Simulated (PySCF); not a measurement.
# CH3F (fluoromethane) at 6 levels

Aim: a comparison of 6 runs (HF/STO-3G, HF/3-21G, CAM-B3LYP/def2-TZVPP, M06-L/def2-TZVPP, wB97X/def2-TZVPP, SCS-MP2/def2-TZVPP) of CH3F (fluoromethane). The job is set up through a Python script.

The calculation is run with PySCF 2.14.0.

1 further run of the same task is left out (set aside as unsound or not needed).

### Step 1. The structure to begin with

CH3F has 5 atoms, charge 0, and is taken as a singlet. As SMILES, `CF`. The coordinates come from a PBE0-D4/def2-TZVP relaxation.

Bond lengths: C1–F2 1.376 Å, C1–H3 1.092 Å, C1–H4 1.092 Å, C1–H5 1.092 Å. Angles: F2–C1–H3 109.1°, F2–C1–H4 109.1°, F2–C1–H5 109.1°, H3–C1–H4 109.9°, H3–C1–H5 109.9°, H4–C1–H5 109.9°.

### Step 2. The energy at HF/STO-3G (run 1)

The input, run.py:

```python
# CF
from pyscf import gto, scf

mol = gto.M(
    atom='''
C     -0.095809     0.062172     0.014740
F      2.067549    -1.342650    -0.318608
H     -1.736091    -1.184669    -0.109604
H     -0.198043     1.504222    -1.458869
H     -0.037417     0.960926     1.872152
''',
    verbose=3,
    max_memory=1860,
    unit='bohr',
    basis='sto-3g',
    spin=0,
)

mf = scf.RHF(mol)
mf.conv_tol = 1e-10
mf.kernel()
if not mf.converged:
    mf = mf.newton().run(mf.mo_coeff, mf.mo_occ)

energy = mf.e_tot
print('E(%s) = %.9f' % ('HF', energy))
```

The run is started by

```console
OMP_NUM_THREADS=1 python run.py
```

Output:

```text
converged SCF energy = -137.168416390218
E(HF) = -137.168416390
```

Wall time 1 s (1 thread of Arm Neoverse N1, shared host); peak memory 0.098 GiB.

### Step 3. The energy at HF/3-21G (run 2)

The input, run.py:

```python
from pyscf import gto

molecule = gto.M(
    atom='''
C     -0.050700     0.032900     0.007800
F      1.094100    -0.710500    -0.168600
H     -0.918700    -0.626900    -0.058000
H     -0.104800     0.796000    -0.772000
H     -0.019800     0.508500     0.990700
''',
    verbose=3,
    max_memory=1860,
    charge=0,
    basis='3-21g',
)

hf = molecule.RHF()
hf.conv_tol = 1e-10
hf.kernel()
if not hf.converged:
    hf = hf.newton().run(hf.mo_coeff, hf.mo_occ)

e_final = hf.e_tot
print('E = %.10f Eh' % e_final)
```

The run is started by

```console
OMP_NUM_THREADS=1 python run.py
```

Output:

```text
converged SCF energy = -138.280924386573
E = -138.2809243866 Eh
```

Wall time 1.2 s (1 thread of Arm Neoverse N1, shared host); peak memory 0.12 GiB.

Runs 3 to 5 aren't shown in full; the table further down has their settings and results.

### Step 4. The energy at SCS-MP2/def2-TZVPP (run 6)

The input, input.py:

```python
from pyscf import gto, scf, mp

system = gto.M(
    atom=[
    ('C', (-0.050700, 0.032900, 0.007800)),
    ('F', (1.094100, -0.710500, -0.168600)),
    ('H', (-0.918700, -0.626900, -0.058000)),
    ('H', (-0.104800, 0.796000, -0.772000)),
    ('H', (-0.019800, 0.508500, 0.990700)),
],
    max_memory=1860,
    basis='def2-tzvpp',
    verbose=4,
)

mf = scf.RHF(system)
mf.conv_tol = 1e-10
mf.kernel()
if not mf.converged:
    mf = mf.newton().run(mf.mo_coeff, mf.mo_occ)

pt = mp.MP2(mf, frozen=2).run()
etot = mf.e_tot + 1.2 * pt.e_corr_os + pt.e_corr_ss / 3
print('E = %.10f Eh' % etot)
```

The run is started by

```console
OMP_NUM_THREADS=1 python input.py
```

Output:

```text
PySCF version 2.14.0

[... 57 lines left out ...]
converged SCF energy = -139.102217962645
[... 1 line left out ...]
******** <class 'pyscf.mp.mp2.RMP2'> ********
nocc = 7, nmo = 102
frozen orbitals 2
E(RMP2) = -139.534336136659  E_corr = -0.43211817401397
E(SCS-RMP2) = -139.533153590312  E_corr = -0.430935627667778
E_corr(same-spin) = -0.101084055171907
E_corr(oppo-spin) = -0.331034118842063
E = -139.5331535903 Eh
```

Run time: 3.9 s. Hardware: 1 thread of Arm Neoverse N1, shared host; peak memory 0.26 GiB.

### Step 5. All runs side by side

```tsv
run	level	integration grid	frozen core orbitals	energy (Eh)	dipole moment (D) of the reference	HOMO energy (eV)	LUMO energy (eV)	wall time
1	HF/STO-3G	–	–	-137.168416	1.15	-11.33	16.28	1 s
2	HF/3-21G	–	–	-138.280924	2.23	-13.94	7.51	1.2 s
3	CAM-B3LYP/def2-TZVPP	5	–	-139.756933	1.85	-11.35	2.41	24 s
4	M06-L/def2-TZVPP	5	–	-139.778648	1.66	-8.28	1.66	34 s
5	wB97X/def2-TZVPP	5	–	-139.768701	1.83	-12.34	3.83	24 s
6	SCS-MP2/def2-TZVPP	–	2	-139.533154	2.02	-14.38	4.19	3.9 s
```

### Step 6. Outcome

| quantity | value |
| --- | --- |
| run 6: total energy | -139.53315 Eh |
| run 6: dipole moment (Hartree–Fock density) | 2.02 D |
| run 6: HOMO energy (Hartree–Fock orbitals) | -14.38 eV |
| run 6: LUMO energy (Hartree–Fock orbitals) | 4.19 eV |
| run 6: HOMO–LUMO gap (Hartree–Fock orbitals) | 18.57 eV |
| run 6: correlation energy (2 core orbitals frozen) | -430.9 mEh |

In words: Over runs 1, 2, 3, 4, 5 the dipole moment (its size) runs from 1.15 D (HF/STO-3G) to 2.23 D (HF/3-21G). Over runs 1, 2, 3, 4, 5 the HOMO–LUMO gap runs from 9.94 eV (M06-L/def2-TZVPP) to 27.60 eV (HF/STO-3G). The two ends differ in method and basis. Totals of different functionals can't be ranked against each other. In run 1 the basis is minimal, so the values are rough. All runs together took 88 s, the longest 34 s.
